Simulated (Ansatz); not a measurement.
C₃H₇NO (`COC(C)=N`). Charge 0, multiplicity 1.

```csv
atom,x (Å),y (Å),z (Å)
C1,1.505,-1.103,-0.525
O2,0.221,-0.536,-0.734
C3,-0.235,0.263,0.242
C4,-1.590,0.790,-0.107
N5,0.455,0.483,1.279
H6,1.707,-1.711,-1.405
H7,2.260,-0.322,-0.415
H8,1.514,-1.717,0.378
H9,-1.541,1.353,-1.042
H10,-1.974,1.435,0.681
H11,-2.284,-0.039,-0.264
H12,-0.038,1.105,1.910
```

Question: Give the diagnostics of a CCSD(T)/def2-TZVPP run (frozen core, Ansatz). (Best estimate.)

Answer: Computed: T1 = 0.0126, largest single amplitude 0.024, largest double 0.059, (T) share of the correlation energy 4.0 %, 9 CCSD cycles. The RHF solution is stable towards an unrestricted one. T1 lies under the customary mark of 0.02 for closed shells.
